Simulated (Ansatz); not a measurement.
What each rung costs, and what it gives

Saddle point of Si3H9, doublet (Si₂H₆ ([SiH3][SiH3]) + SiH₃ → Si₂H₅ ([SiH2][SiH3]) + SiH₄; bonds formed: H1–Si4; bonds broken: H1–Si2), PBE0-D4/def2-TZVP structure:

```tsv
atom	x (Å)	y (Å)	z (Å)
H1	-0.4232	0.1759	-0.8154
Si2	0.7920	0.9674	0.0722
Si3	1.2800	-0.2003	2.0300
Si4	-1.7467	-0.5801	-1.8516
H5	0.2708	2.3356	0.3462
H6	1.9704	1.0699	-0.8330
H7	2.3032	0.4796	2.8706
H8	0.0346	-0.3495	2.8301
H9	1.7818	-1.5554	1.6760
H10	-2.9174	0.3363	-1.8803
H11	-2.1166	-1.8737	-1.2178
H12	-1.2288	-0.8057	-3.2272
```

Barriers are electronic and count from the start structure reached by relaxing down the imaginary mode. Spin–orbit coupling is left out.

Ansatz 0.2.0; basis: as named in each row; cores frozen in the correlated methods; orbitals are unrestricted. B3LYP uses VWN-RPA correlation. Extrapolation: Hartree–Fock as exp(−7.88 √X), correlation as X^−2.97.

Times are rough, for one single point on 8 threads of a shared host (Arm Neoverse V1).

The estimate by CCSD(T) at an estimated basis limit (MP2 extrapolated from triple and quadruple zeta, plus CCSD(T) − MP2 in triple zeta) is 0.385 eV.

| method | basis | time (s) | barrier (eV) | method less estimate |
| --- | --- | --- | --- | --- |
| HF | STO-3G | under 1 | 0.517 | 0.132 |
| PBE-D4 | STO-3G | under 1 | -0.188 | -0.573 |
| SPW92 | def2-SVP | under 1 | -0.008 | -0.393 |
| B3LYP-D4 | 6-31G | under 1 | 0.138 | -0.247 |
| PBE-D4 | def2-SVP | under 1 | 0.109 | -0.276 |
| PBE0-D4 | def2-SVP | 1 | 0.221 | -0.164 |
| SPW92 | def2-TZVPP | 1 | -0.002 | -0.387 |
| PBE-D4 | def2-TZVPP | 2 | 0.119 | -0.266 |
| BLYP-D4 | def2-TZVPP | 2 | 0.170 | -0.215 |
| B3LYP-D4 | def2-TZVPP | 3 | 0.251 | -0.134 |
| BHLYP-D4 | def2-TZVPP | 3 | 0.393 | 0.008 |
| PBE0-D4 | def2-TZVPP | 3 | 0.230 | -0.155 |
| CAM-B3LYP-D4 | def2-TZVPP | 3 | 0.321 | -0.064 |
| RPA on PBE | def2-TZVPP | 4 | 0.398 | 0.013 |
| CCSD(T) | def2-SVP | 4 | 0.448 | 0.063 |
| PBE-QIDH | def2-TZVPP | 4 | 0.343 | -0.042 |
| wB97M-V | def2-SVP | 4 | 0.320 | -0.065 |
| B2PLYP | def2-TZVPP | 4 | 0.293 | -0.092 |
| r2SCAN-D4 | def2-TZVPP | 4 | 0.211 | -0.174 |
| r2SCAN0-D4 | def2-TZVPP | 6 | 0.289 | -0.096 |
| wB97X-V | def2-TZVPP | 8 | 0.335 | -0.050 |
| B97M-V | def2-TZVPP | 8 | 0.102 | -0.283 |
| wB97M-V | def2-TZVPP | 10 | 0.342 | -0.043 |
| MP2 | def2-QZVPP | 15 | 0.441 | 0.056 |
| CCSD(T) | def2-TZVPP | 160 | 0.399 | 0.014 |

All methods are single points on the PBE0-D4 structures; a negative value means that the method puts the saddle structure below the start.

No T1 diagnostic of these runs exceeds 0.016. ⟨S²⟩ of the unrestricted Hartree–Fock references: 0.75 to 0.78 (a pure state has 0.75).

Radical steps of this kind take place in plasma deposition and etching.

Labels in which every atom is bracketed show which atoms are joined, not bond orders.
